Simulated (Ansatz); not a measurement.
Reaction (SMILES): [PH2] (PH2) → 2 H atom + P atom
B3LYP-D3(BJ)/def2-TZVP geometries, fixed; electronic energies without zero-point terms.
Largest species:
```
P
H 1 1.4234
H 1 1.4234 2 91.73
```
Charge 0, spin multiplicity 2.

Effect of a fitting basis named in the input at HF/def2-TZVPP with Ansatz (a first-principles code), against the last row, where the atomisation energy is 108.53 kcal/mol. Open shells are unrestricted. The default fits or decomposes integrals by the program's own choice; accuracy: high also tightens integrals, grids and stops.

```tsv
setting	largest shift of a total energy (mEh)	shift of the atomisation energy (kcal/mol)
fitting: def2-SV(P)-JKFIT	-0.036	-0.025
fitting: def2-universal-JKFIT	-0.036	-0.025
fitting: cc-pVTZ-JKFIT	0.036	-0.024
fitting: cc-pVQZ-JKFIT	0.037	-0.025
fitting: cc-pV5Z-JKFIT	0.033	-0.022
accuracy: high	-0.002	0.000
accuracy: medium (default)	0.000	0.000
```

Within 0.02 kcal/mol in the atomisation energy: accuracy: high. The largest shift is 0.037 mEh in a total energy and 0.025 kcal/mol in the difference.
